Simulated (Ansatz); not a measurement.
# F3N: the cost of one run

Method: CCSD(T) on Hartree-Fock, Gaussian basis cc-pVTZ, in Ansatz 0.2.0.

## 1. The starting structure

Bond lengths: N1–F2 1.370 Å, N1–F3 1.370 Å, N1–F4 1.370 Å. Angles: F2–N1–F3 102.0°, F2–N1–F4 102.0°, F3–N1–F4 102.0°.

As a file:

```xyz
4

N     0.0000    0.0000    0.0000
F     1.2294    0.0000   -0.6046
F    -0.6147    1.0647   -0.6046
F    -0.6147   -1.0647   -0.6046
```

## 2. Relaxing the atoms: F3N

The input, input.yaml:

```yaml
relax:
  f_tol: 0.001
  max_steps: 200
crystal:
  periodic: [false, false, false]
  atoms:
    - { symbol: "N", position_ang: [0.0, 0.0, 0.0] }
    - { symbol: F, position_ang: [1.229398, 0.0, -0.60455] }
    - { symbol: F, position_ang: [-0.614699, 1.06469, -0.60455] }
    - { symbol: F, position_ang: [-0.614699, -1.06469, -0.60455] }
basis:
  gaussian: { orbitals: cc-pVTZ }
hamiltonian:
  xc: hf
correlation:
  method: ccsd_t
scf:
  lower_state_search: "off"
```

The run is started by

```console
ansatz run input.yaml --threads 4 --pin off --max-ram 14336MiB --backend cpu --events-out ev --progress --plain --runs-dir out
```

Q: Estimate wall time and peak memory on 4 threads of Intel Xeon Platinum 8375C at 2.90GHz (Ice Lake), shared host.

About 88 s, with a peak of 1.1 GiB.
